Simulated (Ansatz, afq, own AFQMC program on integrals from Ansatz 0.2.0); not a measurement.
AlGeH, triplet: AFQMC among the cluster methods

```xyz
3

Ge    0.0000   -0.4390    2.1419
Al    0.0000   -0.4781   -3.2760
H     0.0000    0.9170    1.1340
```

Connectivity, by distances: GeH ··· Al.

Basis cc-pVDZ. Only valence electrons are correlated. Ansatz 0.2.0 and our own AFQMC program on the same integrals; the CISD trial comes from CCSD amplitudes, and released means the phaseless constraint is let go. ± is one standard error of the sampling. No spin–orbit coupling.

Determinant: UHF, the one that the program's search chose, which needn't be the lowest solution. The geometry is a point of a scan.

No full CI on the walks' own integrals is used here; CCSDT(Q) serves as the reference and is uncertain by about the last step of the cluster series.

Cautions: no relativity below Rb; no spin-orbit coupling; inner d shell frozen; lower spins were not checked.

* T1 diagnostic: 0.0172
* weight of the determinant in the CISD state: 0.870
* ⟨S²⟩ of the determinant: 2.026
* size of the correlated space: 8 electrons in 31 orbitals

Reference: CCSDT(Q), correlation energy -3.639 eV. The released energy is read at 2.40 1/Eh (meV from the phaseless value at times in 1/Eh: -6 ± 10 at 0.24, -6 ± 10 at 0.51, -7 ± 7 at 0.99, -13 ± 9 at 1.62, -9 ± 8 at 2.40).

```csv
level,E − E(reference) (meV),share of correlation (%)
HF,3638.6,0.00
MP2,1134.7,68.82
CCSD,87.0,97.61
CCSD(T),26.2,99.28
CCSDT,2.1,99.94
ph-AFQMC/HF,124.0 ± 48.6,96.59
ph-AFQMC/CISD,23.8 ± 7.8,99.35
released AFQMC,14.8 ± 7.7,99.59
```

A walk keeps the symmetry of its determinant, which the program's search chose and which needn't be the lowest solution, so a lower state of the same spin and another symmetry isn't excluded. Released energies are given only where the last usable release times agree within the noise; a slower fall can still hide under it.
